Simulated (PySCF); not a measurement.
**Electric field gradients and quadrupole coupling constants**

Compound: ethynylalumane, C2H3Al.
Geometry (PBE0-D3(BJ)/def2-SVP, Å), atoms numbered from 1 in this order:
```xyz
6
C2H3Al angstrom
C      1.7916   -0.1860   -0.4068
C      0.6067   -0.0615   -0.1346
Al    -1.2495    0.1301    0.2879
H      2.8341   -0.2936   -0.6527
H     -2.1642   -1.1631    0.3105
H     -1.8146    1.5766    0.6010
```

Field gradients from the PBE0/pcSseg-1 density (PySCF, non-relativistic), principal values in atomic units, ordered |Vxx| ≤ |Vyy| ≤ |Vzz|:

```json
{"atom": "Al3", "Vxx": "-0.6208", "Vyy": "-0.8415", "Vzz": "1.4622"}
```

Question: Find the asymmetry η = (Vxx − Vyy)/Vzz and the couplings χ = eQV/h (234.96 MHz × Q in barn × V in au), with Q(27Al) = 0.1466 b.

Answer: 
| atom | environment | nucleus | η | χzz (MHz) | χxx (MHz) | χyy (MHz) |
| --- | --- | --- | --- | --- | --- | --- |
| Al3 | aluminium bonded to C and 2 H | 27Al | 0.15 | 50.37 | -21.38 | -28.98 |

Question: What is Vzz at Al3 in SI units (1 au = 9.71736 × 10²¹ V/m²)?

Answer: 1.4622 au = 14.209 × 10²¹ V/m².

Question: What couplings would deuterons (Q(2H) = 0.00286 b) have in place of the hydrogens, at this geometry?

Answer: 
```csv
atom,bonded to,bond length (Å),Vzz (au),η,χzz (kHz)
H4,C1,1.076,0.3367,0.02,226
H5,Al3,1.584,0.1104,0.07,74
H6,Al3,1.584,0.1103,0.07,74
```

Isolated species at its PBE0-D3(BJ)/def2-SVP geometry, gas phase. With a basis this small, the couplings can be 20 % off.
